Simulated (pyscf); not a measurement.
Structures and frequencies: ωB97X-D3(BJ)/def2-SVP in PySCF.

SMILES: C[CH](C)[Ga]([CH3])[CH3]
```xyz
19

C      1.8393    -0.5317    -0.3069
C      0.4857     0.1470    -0.0627
C      0.2526     1.3210    -1.0222
Ga    -1.0216    -1.1471    -0.0804
C     -0.6598    -3.0382     0.3581
C     -2.8299    -0.4969    -0.5349
H      1.8930    -0.9722    -1.3182
H      2.0270    -1.3470     0.4109
H      2.6777     0.1840    -0.2246
H      0.4925     0.5523     0.9696
H     -0.7006     1.8363    -0.8192
H      1.0593     2.0736    -0.9526
H      0.2208     0.9831    -2.0732
H     -0.1805    -3.1186     1.3489
H     -1.5649    -3.6644     0.3607
H      0.0532    -3.4661    -0.3677
H     -3.6109    -1.2613    -0.4047
H     -3.0951     0.3807     0.0789
H     -2.8534    -0.1603    -1.5862
```

Question: What is the homolytic dissociation enthalpy (298 K, ωB97M-D3(BJ)/def2-TZVP) of the C–Ga bond of `[CH3][CH]([CH3])[Ga]([CH3])[CH3]`, to H₃C–CH•–CH₃ + [H₃C–Ga–CH₃]•?

Answer: C–Ga to H₃C–CH•–CH₃ + [H₃C–Ga–CH₃]•: 2.83 eV. The 7 functionals that were run give +2.54 (r²SCAN) to +2.99 eV (ωB97X-D3(BJ)). The radicals are drawn with the spin at the cut bond; how far it spreads was not checked. Other isomers of H₃C–CH•–CH₃, [H₃C–Ga–CH₃]• were not searched in full and may lie lower. Elements up to Kr have no core potential and no relativistic terms here.
